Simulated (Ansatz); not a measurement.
# Elastic constant C44 of some solids

Method: revPBE (PAW; Ansatz, a quantum-chemistry and plane-wave program). References are measured values at low temperature. The table is a random draw of 6 from 12 solids with such references.

Values in GPa.

```
solid    reference  revPBE  error (%)
-------  ---------  ------  ---------
fcc Al        31.6    27.1      -14.2
hcp Ti          51       ?          ?
hcp Mg       18.4¶    17.8       -3.3
diamond        579     547       -5.5
bcc Mo        112¶    97.0      -13.4
hcp Zr        36.3    28.4        -22
```

Question: Estimate the withheld revPBE value.

Answer: The errors of the other rows run from -22 % to -3.3 %, with a median of -13.4 %; carried to the reference 51.0 it gives 44.2 GPa. The run gives 45.1 GPa (-11.6 %), +2.0 % from the estimate; the row was drawn at random, and such an estimate is rough. Over these 6 solids the mean error is -11.6 %, the mean absolute error 11.6 % (median 12.5 %), and the worst case hcp Zr at -22 %; the value is too low in 6 of 6 cases. Over all 12, from unrounded values, the mean error is -13.2 % and the mean absolute error 13.2 % (median 12.5 %). Caveats on values not shown: shear constants of such metals converge slowly with the k mesh (2).

All these references are low-temperature values that still hold zero-point motion.

¶ marks references of a special kind: hcp Mg, 18.4 GPa (measured, 0 K, extrapolated to 0 K; zero-point effects included; as tabulated in Ibrahim et al. (2023), arXiv:2305.03577); bcc Mo, 112 GPa (measured, 0 K, 300 K values taken to 0 K by the source's computed thermal shift; zero-point effects included; as tabulated in Gong and Corso (2024), arXiv:2406.16634).

Differences are worked out from the printed values.

Each level is taken at its own relaxed cell. Caveats: shear constants of such metals converge slowly with the k mesh (bcc Mo). Ansatz's density-functional and Hartree–Fock values are scalar-relativistic unless marked +SOC, with PAW data made under PBE.

Ansatz's runs of these crystals have no spin polarisation.

Not in this set, of the solids of all kinds but layered and molecular ones with a reference value in our tables and a result at some level: 77 for a reference at room or unstated temperature; 19 for no value at revPBE (not run, a failed fit, an unstable or unbound cell, or a value held back for tests); 7 for one secondary page as the only source; 4 for sources at odds; 3 for a doubt noted on the run at revPBE; 2 for a high-temperature or high-pressure phase. These can be a level's best or worst cases. At least 14 more with a reference value are held back for tests. Solids without a released value at any level aren't counted. The metals Ce to Yb are counted apart.

References as tabulated in Li et al. (2021), arXiv:2102.01972; Ferrari et al. (2019), arXiv:1905.01197; Ibrahim et al. (2023), arXiv:2305.03577; Tanner et al. (2021), arXiv:2110.11888 and others.
